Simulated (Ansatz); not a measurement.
**CF radical: small, medium and large basis sets**

Aim: see how fast density functionals and correlated methods converge with the basis set for CF radical.

The runs use Ansatz 0.2.0, Gaussian basis; one geometry, several basis sets.

Plan: PBE0-D4/def2-SVP; ωB97M-V/def2-SVP; PBE0-D4/def2-QZVPP; ωB97M-V/def2-QZVPP; CCSD(T)/cc-pV(D+d)Z; CCSD(T)/cc-pV(T+d)Z; CCSD(T)/cc-pV(Q+d)Z; the functionals' def2-TZVPP values are taken from earlier runs.

## Step 1: The relaxed structure

All runs share one geometry, relaxed beforehand with PBE0-D4 in a triple-zeta def2 set.

SMILES `[C]F`, 2 atoms, charge 0, spin multiplicity 2.

Atoms are counted from 1 here; the program's logs count them from 0.

Bond lengths: C1–F2 1.268 Å.

Coordinates:

```xyz
2

C     0.0000    0.0000    0.0030
F     0.0000    0.0000    1.2714
```

## Step 2: PBE0-D4 in def2-SVP

Input file in.yaml:

```yaml
crystal:
  periodic: [false, false, false]
  atoms:
    - {symbol: C, position_ang: [0.000000, 0.000000, 0.003049]}
    - {symbol: F, position_ang: [-0.000000, -0.000000, 1.271351]}
basis:
  gaussian: {orbitals: def2-SVP}
magnetization: {spin_polarized: true, initial_magnetization: 1}
hamiltonian: {xc: pbe0, dispersion: d4}
output: {orbitals: {seedname: orbitals}}
```

Command:

```console
$ ansatz run in.yaml --threads 2 --pin off --events-out ev --progress --plain --max-ram 32768MiB --backend cpu
```

The runs that follow: ωB97M-V in def2-SVP; PBE0-D4 in def2-QZVPP; ωB97M-V in def2-QZVPP; CCSD(T) in cc-pV(D+d)Z; CCSD(T) in cc-pV(T+d)Z; CCSD(T) in cc-pV(Q+d)Z.

**Question.** What will the summary of the whole plan be? Wanted: MP2 correlation recovered, cc-pV(D+d)Z; MP2 correlation recovered, cc-pV(T+d)Z; MP2 correlation recovered, cc-pV(Q+d)Z; CCSD(T) limit from def2 sets; PBE0-D4: double and triple zeta above quadruple; ωB97M-V: double and triple zeta above quadruple.

**Answer**, as computed:

| quantity | value |
| --- | --- |
| MP2 correlation recovered, cc-pV(D+d)Z | 66.7 % |
| MP2 correlation recovered, cc-pV(T+d)Z | 87.1 % |
| MP2 correlation recovered, cc-pV(Q+d)Z | 94.6 % |
| CCSD(T) limit from def2 sets (earlier runs) less the limit of this series | 7 meV |
| PBE0-D4: double and triple zeta above quadruple | 4.78, 0.19 eV |
| ωB97M-V: double and triple zeta above quadruple | 4.89, 0.18 eV |

What this shows: For PBE0-D4 the step from double to triple zeta gains 4.58 eV and the next only 0.19 eV. Correlation climbs from 67 % (cc-pV(D+d)Z) to 95 % (cc-pV(Q+d)Z) of the limit; Hartree-Fock is 0.088 eV from its own by then. A limit from the def2 sets, made apart, differs by 7 meV, a least measure of the doubt on such a limit. Total energies overstate the basis error of differences, where much of it tends to cancel.
